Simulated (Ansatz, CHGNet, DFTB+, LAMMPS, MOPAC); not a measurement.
**TO phonon frequency at L of 3C-SiC: levels of theory against measurement**

Reference value: 766 cm⁻¹ (measured, temperature not stated, not corrected to a static lattice; as tabulated in Wang et al. (1996), arXiv:mtrl-th/9510002).

| level (code) | value (cm⁻¹) | cell (Å³/atom) | difference (%) |
|---|---|---|---|
| Gao–Weber SiC.gw (LAMMPS) | 885 | 10.36 | +15.5 |
| Tersoff SiC_1990.tersoff (LAMMPS) | 1020 | 9.99 | +33 |
| DFTB cp2k-nonscc (DFTB+) | 740 | 10.53 | -3.4 |
| PM7 semi-empirical Hartree-Fock (MOPAC) (MOPAC) | 759 | 11.25 | -0.9 |
| CHGNet 0.3.0 (CHGNet) | 465 | 10.49 | -39 |
| LDA (Ansatz) | 772 | 10.14 | +0.8 |
| PBE (Ansatz) | 748 | 10.50 | -2.3 |
| r²SCAN (Ansatz) | 770 | 10.33 | +0.5 |

Nearest, and too close to rank with a margin of 3.0 % (twice that across the reference) picked here for doubts on the reference and the settings, and for temperature and zero-point motion: r²SCAN (+0.5 %), LDA (+0.8 %), PM7 semi-empirical Hartree-Fock (MOPAC) (-0.9 %), PBE (-2.3 %), DFTB cp2k-nonscc (-3.4 %). CHGNet 0.3.0 (-39 %) lies farthest from it. Within 5 %: DFTB cp2k-nonscc, PM7 semi-empirical Hartree-Fock (MOPAC), LDA, PBE, r²SCAN.

The measured value isn't corrected to a static lattice, so vibrations enter the comparison.  DFTB cp2k-nonscc: this tight-binding set is not self-consistent in the charges. PM7 semi-empirical Hartree-Fock (MOPAC): the method was fitted mainly to molecules. PM7 semi-empirical Hartree-Fock (MOPAC): the run uses a supercell at the zone centre in place of a k mesh. Each level is taken at its own relaxed cell. Cutoffs and k meshes differ between the levels. Ansatz's density-functional and Hartree–Fock values are scalar-relativistic unless marked +SOC, with PAW data made under PBE.

Empirical potentials (Gao–Weber SiC.gw, Tersoff SiC_1990.tersoff) are fitted to chosen data, which need not cover the solid at hand: agreement can be built in, and what lay outside the fit can be far off. Machine-learned potentials (CHGNet 0.3.0) are trained on DFT data, which may include these solids.

Differences are worked out from the printed values.

Ansatz is an electronic-structure program.
